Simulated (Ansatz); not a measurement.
# SiNH4 (SMILES [NH][SiH3]) at 3 levels

Aim: a comparison of 3 runs (UHF/def2-TZVP, UB3LYP/6-31G*, UBLYP/def2-TZVP) of SiNH4. 

The results are computed with Ansatz 0.2.0.

43 further runs of the same task are left out: 43 set aside as unsound or not needed.

### Step 1. Starting point

SiNH4: 6 atoms, total charge 0, spin state doublet. SMILES: `[NH][SiH3]`. The N1–H3 distance was set to 2.250 Å, away from the relaxed value. At this shape a bond of the SMILES string is far longer than usual.

Bond lengths: N1–Si2 1.753 Å, Si2–H4 1.491 Å, Si2–H5 1.491 Å, Si2–H6 1.481 Å. Angles: N1–Si2–H4 110.8°, N1–Si2–H5 109.1°, N1–Si2–H6 109.3°, H4–Si2–H5 108.6°, H4–Si2–H6 109.5°, H5–Si2–H6 109.5°.

### Step 2. A single-point energy at UHF/def2-TZVP (run 1)

run.yaml reads:

```yaml
crystal:
  periodic: [false, false, false]
  atoms:
    - {symbol: "N", position_ang: [0.195261, 0.131397, 1.553658]}
    - {symbol: Si, position_ang: [-0.600539, 1.314197, 0.534158]}
    - {symbol: H, position_ang: [0.922800, -1.640700, 0.372700]}
    - {symbol: H, position_ang: [-1.707439, 0.684297, -0.241342]}
    - {symbol: H, position_ang: [0.392661, 1.878397, -0.424742]}
    - {symbol: H, position_ang: [-1.144939, 2.401397, 1.380358]}
basis:
  gaussian:
    orbitals: def2-TZVP
magnetization:
  spin_polarized: true
  initial_magnetization: 1
hamiltonian:
  xc: hf
accuracy: high
output:
  orbitals: {seedname: orbitals}
```

Command:

```sh
$ ansatz run run.yaml --threads 1 --pin off --max-ram 3480MiB --events-out events.jsonl --progress --plain --runs-dir runs
```

Log:

```text
Warning: RAYON_NUM_THREADS=1 ignored (pool sized by the plan → 1); use --threads N
Functional definition: HF
  name "HF"
  exchange = exact_x
  correlation = 0
1667 factors; integrals over basis functions are off by at most 3.6e-9 eV
mean field evaluation 1: about -9396.9285 eV, gradient 2.1e1 eV
mean field evaluation 2: about -9396.9416 eV, gradient 2.1e1 eV
mean field evaluation 4: about -9401.1582 eV, gradient 4.5e0 eV
mean field evaluation 8: about -9401.2066 eV, gradient 6.7e-1 eV
mean field evaluation 16: about -9404.2162 eV, gradient 5.9e-5 eV
mean field evaluation 32: about -9404.2162 eV, gradient 2.5e-3 eV
mean field evaluation 64: about -9400.5511 eV, gradient 6.9e0 eV
mean field -9404.21617942 eV, -345.5985701869 hartree, gradient 3.1e-8 eV, S^2 1.705791; 2 other end points of the search recorded, 0 dependent functions left out
reference -9404.21617942 eV, -345.5985701869 hartree; 13, 12 occupied and 79, 80 virtual orbitals, 1667 factors
Total energy: -9404.21617942 eV, -345.5985701869 hartree
```

Wall time 5.1 s (1 thread of Arm Neoverse V2, shared host); peak memory 0.23 GiB.

### Step 3. The energy at UB3LYP/6-31G(d) (Cartesian functions) (run 2)

input.yaml reads:

```yaml
crystal:
  periodic: [false, false, false]
  atoms:
    - {symbol: N, position_ang: [0.195261, 0.131397, 1.553658]}
    - {symbol: Si, position_ang: [-0.600539, 1.314197, 0.534158]}
    - {symbol: H, position_ang: [0.922800, -1.640700, 0.372700]}
    - {symbol: H, position_ang: [-1.707439, 0.684297, -0.241342]}
    - {symbol: H, position_ang: [0.392661, 1.878397, -0.424742]}
    - {symbol: H, position_ang: [-1.144939, 2.401397, 1.380358]}
basis:
  gaussian: {orbitals: "6-31G*"}
hamiltonian: {xc: {name: B3LYP}}
accuracy: high
magnetization: {spin_polarized: true, initial_magnetization: 1}
output: {orbitals: {seedname: orbitals}}
```

Command:

```sh
$ ansatz run input.yaml --threads 1 --pin off --max-ram 3480MiB --events-out events.jsonl --progress --plain --runs-dir runs
```

Log:

```text
Warning: RAYON_NUM_THREADS=1 ignored (pool sized by the plan → 1); use --threads N
Functional definition: B3LYP
  name "B3LYP"
  parameter a0 = 0.2
  parameter ax = 0.72
  parameter ac = 0.81
  exchange = (1 - a0 - ax)*slater_x + ax*b88_x + a0*exact_x
  correlation = (1 - ac)*vwn_rpa_c + ac*lyp_c
905 factors; integrals over basis functions are off by at most 3.6e-9 eV
mean field evaluation 1: about -9417.4779 eV, gradient 3.5e1 eV
mean field evaluation 2: about -9390.7750 eV, gradient 6.7e1 eV
mean field evaluation 4: about -9426.3244 eV, gradient 2.6e0 eV
mean field evaluation 8: about -9426.3155 eV, gradient 1.9e0 eV
mean field evaluation 16: about -9427.0785 eV, gradient 5.0e-5 eV
mean field evaluation 32: about -9427.0785 eV, gradient 9.5e-5 eV
mean field -9427.07853804 eV, -346.4387463697 hartree, gradient 4.8e-8 eV, S^2 1.535657; 3 other end points of the search recorded, 0 dependent functions left out
reference -9427.07857485 eV, -346.4387477222 hartree; 13, 12 occupied and 29, 30 virtual orbitals, 905 factors
Total energy: -9427.07857485 eV, -346.4387477222 hartree
```

Run time: 8.1 s. Hardware: 1 thread of Arm Neoverse V2, shared host; peak memory 0.16 GiB.

### Step 4. A single-point energy at UBLYP/def2-TZVP (run 3)

Changes to run.yaml since step 2:

```diff
@@ -16,5 +16,4 @@
 hamiltonian:
-  xc: hf
+  xc: {name: BLYP}
 accuracy: high
-output:
-  orbitals: {seedname: orbitals}
+output: {orbitals: {seedname: orbitals}}
```

Command:

```sh
$ ansatz run run.yaml --threads 1 --pin off --max-ram 3480MiB --events-out events.jsonl --progress --plain --runs-dir runs
```

Log:

```text
Warning: RAYON_NUM_THREADS=1 ignored (pool sized by the plan → 1); use --threads N
Functional definition: BLYP
  name "BLYP"
  parameter beta = 0.0042
  parameter a = 0.04918
  parameter b = 0.132
  parameter c = 0.2533
  parameter d = 0.349
  exchange = b88_x(beta = beta)
  correlation = lyp_c(a = a, b = b, c = c, d = d)
1667 factors; integrals over basis functions are off by at most 3.6e-9 eV
mean field evaluation 1: about -9414.2717 eV, gradient 4.5e1 eV
mean field evaluation 2: about -9341.9856 eV, gradient 9.3e1 eV
mean field evaluation 4: about -9420.8534 eV, gradient 1.7e1 eV
mean field evaluation 8: about -9426.5206 eV, gradient 8.4e0 eV
mean field evaluation 16: about -9427.3443 eV, gradient 1.7e-2 eV
mean field evaluation 32: about -9420.0551 eV, gradient 3.6e1 eV
mean field evaluation 64: about -9427.0339 eV, gradient 1.5e-2 eV
mean field -9427.34427608 eV, -346.4485120626 hartree, gradient 1.2e-8 eV, S^2 1.406590; 3 other end points of the search recorded, 0 dependent functions left out
reference -9427.34433219 eV, -346.4485141244 hartree; 13, 12 occupied and 79, 80 virtual orbitals, 1667 factors
Total energy: -9427.34433219 eV, -346.4485141244 hartree
```

It took 12 s on 1 thread of Arm Neoverse V2, shared host; peak memory 0.24 GiB.

### Step 5. The series

```tsv
run	level	Cartesian functions	energy (Eh)	HOMO energy (eV)	LUMO energy (eV)	⟨S²⟩	wall time
1	UHF/def2-TZVP	no	-345.598570	-11.91	1.87	1.706	5.1 s
2	UB3LYP/6-31G* (Cartesian functions)	yes	-346.438748	-7.76	-3.35	1.536	8.1 s
3	UBLYP/def2-TZVP	no	-346.448514	-6.73	-4.69	1.407	12 s
```

### Step 6. Results

```
                                 quantity          value
                      run 3: total energy  -346.44851 Eh
run 3: HOMO energy (highest over α and β)       -6.73 eV
 run 3: LUMO energy (lowest over α and β)       -4.69 eV
                              run 3: ⟨S²⟩          1.407
```

What this shows: Totals of different functionals can't be ranked against each other. Spin contamination of the reference: run 1 ⟨S²⟩ = 1.71, run 2 ⟨S²⟩ = 1.54, run 3 ⟨S²⟩ = 1.41. Where it is this large, the reference is a mixture of spin states, and values that rest on it are in doubt. All runs together took 25 s, the longest 12 s.
